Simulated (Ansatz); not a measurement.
Cost and result for the atomization energy of `C/C(C=S)=C/N` (13 atoms, 12 bonds).

Cartesian coordinates in Å:
```
C 1.1914 1.2792 -0.0878
C 0.2927 0.0912 0.0533
C 0.8016 -1.1113 0.6100
S 2.3255 -1.3705 1.1420
C -1.0092 0.1807 -0.3559
N -1.9695 -0.7618 -0.3186
H 2.0558 1.0420 -0.7134
H 0.6617 2.1258 -0.5291
H 1.5913 1.5834 0.8829
H 0.0998 -1.9459 0.6900
H -1.3489 1.1242 -0.7735
H -2.8928 -0.5565 -0.6462
H -1.7994 -1.6805 0.0462
```

Charge 0, multiplicity 1. The structure was optimised at the PBE0-D4/def2-TZVP level. It is one conformer, not always the lowest. Program: Ansatz. All runs use 4 threads of an Arm Neoverse V1 on a shared host. Times are those of one run each, without the atoms' runs, and a repeat can differ threefold. Electronic energies, without spin–orbit coupling; frozen cores. CCSD(T)/CBS adds CCSD(T) − MP2 in def2-TZVPP to the MP2 limit, and its time is that of the two runs behind it. T1 = 0.016; the RHF reference is unstable towards UHF. B3LYP takes the VWN-RPA correlation (the form of Gaussian; ORCA's B3LYP/G).

CCSD(T)/CBS is a level of theory with its own doubt, some kJ/mol a heavy atom from the limit and from the frozen cores, so smaller differences don't rank the functionals.

```csv
level,functions,wall time,atomization (kcal/mol),difference from CCSD(T)/CBS,per bond
PBE-D4/def2-TZVPP (with forces),295,4.2 s,1298.8,50.2,4.2
PBE0-D4/def2-TZVPP,295,4.7 s,1268.5,19.9,1.7
r2SCAN-D4/def2-TZVPP (with forces),295,7.5 s,1260.4,11.8,1.0
B3LYP-D4/def2-TZVPP (with forces),295,8 s,1258.4,9.8,0.8
B2PLYP/def2-TZVPP,295,10 s,1242.2,-6.4,-0.5
ωB97X-V/def2-TZVPP,295,11 s,1252.9,4.3,0.4
ωB97M-V/def2-TZVPP (with forces),295,18 s,1256.8,8.2,0.7
MP2/def2-QZVPP,565,50 s,1259.9,11.3,0.9
CCSD(T)/def2-TZVPP,295,22 min,1214.7,-33.9,-2.8
CCSD(T)/CBS(def2),–,23 min,1248.6,0.0,0.0
```

From PBE to PBE0 (25 % exact exchange), in def2-TZVPP and without D4, the atomization energy moves by −29.2 kcal/mol: exact exchange takes away binding that semilocal exchange gives to molecules. In def2-TZVPP, CCSD(T) changes the Hartree–Fock value by +328.5 kcal/mol (the triples alone add +24.4 kcal/mol) and MP2 by +353.7 kcal/mol; breaking electron pairs costs correlation energy, which Hartree–Fock lacks. The D4 term adds +11.3 kcal/mol with B3LYP and +6.0 kcal/mol with PBE0; it sums over pairs of atoms, weighted by their polarisabilities, and B3LYP, whose exchange is more repulsive, gets the larger term.
